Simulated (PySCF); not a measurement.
Process, species as SMILES: F[Si]F (closed-shell singlet) + 3 [H][H] (H2) → 2 F (HF) + [SiH4] (SiH4)
B3LYP-D3(BJ)/def2-TZVP geometries, fixed; electronic energies without zero-point terms.

Basis-set convergence of the energy of full hydrogenation at B3LYP with PySCF. All functions are spherical. Density fitting with generated auxiliary sets. In sets without p functions on hydrogen, species with hydrogen take exact integrals. No added dispersion term, no relativity. Functions are those of the species that has most. Reference: the value in def2-QZVPPD, 21.51 kcal/mol, itself unsure by roughly 1.00 kcal/mol (its mean distance from pcseg-3, def2-QZVPP, cc-pV(Q+d)Z). Deviations are taken from unrounded values.

```csv
basis,functions,energy of full hydrogenation (kcal/mol)
6-31G*,46,39.24
6-31+G*,58,24.07
def2-SVP,46,19.43
def2-SVPD,70,4.25
pcseg-1,46,16.59
aug-pcseg-1,73,9.80
cc-pV(D+d)Z,51,20.86
aug-cc-pV(D+d)Z,78,8.74
6-311G**,62,18.48
6-311+G**,74,10.31
pcseg-2,94,20.77
aug-pcseg-2,142,20.91
cc-pV(T+d)Z,99,24.95
aug-cc-pV(T+d)Z,147,20.71
def2-TZVP,99,24.31
def2-TZVPD,123,21.59
def2-TZVPP,104,21.73
def2-TZVPPD,128,19.99
def2-QZVPP,190,22.12
def2-QZVPPD,208,21.51
```

What the diffuse functions change, pair by pair:
- 6-31G* to 6-31+G*: 12 more functions, deviation 17.73 to 2.56 kcal/mol
- def2-SVP to def2-SVPD: 24 more functions, deviation -2.09 to -17.26 kcal/mol
- pcseg-1 to aug-pcseg-1: 27 more functions, deviation -4.92 to -11.72 kcal/mol
- cc-pV(D+d)Z to aug-cc-pV(D+d)Z: 27 more functions, deviation -0.66 to -12.78 kcal/mol
- 6-311G** to 6-311+G**: 12 more functions, deviation -3.03 to -11.20 kcal/mol
- pcseg-2 to aug-pcseg-2: 48 more functions, deviation -0.74 to -0.60 kcal/mol
- cc-pV(T+d)Z to aug-cc-pV(T+d)Z: 48 more functions, deviation 3.44 to -0.81 kcal/mol
- def2-TZVP to def2-TZVPD: 24 more functions, deviation 2.80 to 0.08 kcal/mol
- def2-TZVPP to def2-TZVPPD: 24 more functions, deviation 0.22 to -1.52 kcal/mol
- def2-QZVPP to def2-QZVPPD: 18 more functions, deviation 0.61 to 0.00 kcal/mol

Leaving out the reference's own pair, they bring the value nearer the reference by more than 1.00 kcal/mol in 3 of 9 pairs.
